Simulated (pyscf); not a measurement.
PySCF, gas phase, ωB97X-D3(BJ)/def2-SVP geometries.

Q: PBE/def2-TZVP puts the barrier of `[PH2][In]` [singlet] + `[H][H]` -> `[PH2][InH2]` (insertion; singlet surface; H–H broken, H–In, H–In formed) at 48.7 kcal/mol and the reaction energy at +3.9 kcal/mol, from the separated reactants. What do PBE0-D3(BJ)/def2-TZVP, M06-2X/def2-TZVP, ωB97M-D3(BJ)/def2-TZVP give on the same structures?

A: PBE0-D3(BJ): ΔE‡ = 51.7 kcal/mol, ΔE = +0.4 kcal/mol; M06-2X: ΔE‡ = 59.3 kcal/mol, ΔE = +3.7 kcal/mol; ωB97M-D3(BJ): ΔE‡ = 56.2 kcal/mol, ΔE = +0.1 kcal/mol. PBE's barrier lies under all of them, by 2.9 to 10.6 kcal/mol. Its reaction energy lies over all of them, by 0.3 to 3.8 kcal/mol. Low barriers are usual for a GGA, whose delocalisation error favours stretched bonds. The same reactants have a lower exit, to PH₃ + InH [singlet] (barrier +27.3 kcal/mol at ωB97M-D3(BJ)/def2-TZVP, against +56.2 kcal/mol here). This is the saddle that the search found; another between the same sides may lie lower. Elements past Kr carry the def2 core potentials, without spin-orbit coupling.
